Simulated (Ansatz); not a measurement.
Take BAs in the zinc blende structure (space group F-43m, No. 216) as the base.

```
CELL_PARAMETERS angstrom
      0.00000     2.40467     2.40467
      2.40467     0.00000     2.40467
      2.40467     2.40467     0.00000
ATOMIC_POSITIONS crystal
  As 0.75000 0.75000 0.75000
  B  0.00000 0.00000 0.00000
```

Calculations: plane-wave PAW DFT at the PBE level (Ansatz, a quantum-chemistry and plane-wave program, 420 eV), scalar-relativistic without spin-orbit coupling.

Perturbation: P takes the place of As on all its sites; the structure is relaxed again.

Measured lattice parameter a: BAs 4.777 Å (room temperature; as listed in M J Lucero, T M Henderson, G E Scuseria, Journal of Physics Condensed Matter (2012)); BP 4.525 Å (static lattice; corrected from measurement; as listed in Daniel Mejia-Rodriguez, S. B. Trickey, Phys. Rev. B (2018)).

How well does PBE reproduce the measured shift?

With PBE the lattice parameter a moves by -0.261 Å (4.809 → 4.548) against -0.252 Å measured. The two measured values stand on different bases (one corrected, one not), which blurs small differences.

Stability against distortions was not tested.
